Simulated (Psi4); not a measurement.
Process, species as SMILES: OO (H2O2) + H+ → O[OH2+]
B3LYP-D3(BJ)/def2-TZVP geometries, fixed; electronic energies without zero-point terms; positive where energy is released.
Largest species:
```
O
H 1 0.9882
H 1 0.9882 2 110.68
O 1 1.4533 2 105.72 3 -114.02
H 4 0.9836 1 100.29 2 -121.30
```
Charge +1, spin multiplicity 1.

The proton affinity at MP2 with Psi4, in kcal/mol, split into its Hartree-Fock and correlation parts. Density fitting with the program's default auxiliary sets. Cores are frozen. No added dispersion term, no relativity. Functions are those of the species that has most.

| basis | X | functions | Hartree-Fock | MP2 |
|---|---|---|---|---|
| aug-cc-pVDZ | 2 | 73 | 169.65 | 163.06 |
| aug-cc-pVTZ | 3 | 161 | 171.12 | 163.84 |
| aug-cc-pVQZ | 4 | 298 | 171.33 | 163.71 |

Worked estimate of the basis-set limit from each neighbouring pair, with Hartree-Fock from the larger set and the correlation part extrapolated as X^-3.
Correlation parts: X = 2: -6.59, X = 3: -7.28, X = 4: -7.62.
- (2,3): (27·(-7.28) - 8·(-6.59))/19 = -7.57; with Hartree-Fock 171.12 the estimate is 163.55 kcal/mol.
- (3,4): (64·(-7.62) - 27·(-7.28))/37 = -7.87; with Hartree-Fock 171.33 the estimate is 163.46 kcal/mol.
The last two estimates differ by 0.09 kcal/mol; the largest set lies 0.25 from the last. Over the last step Hartree-Fock moves by 0.21 and the correlation part by -0.34.
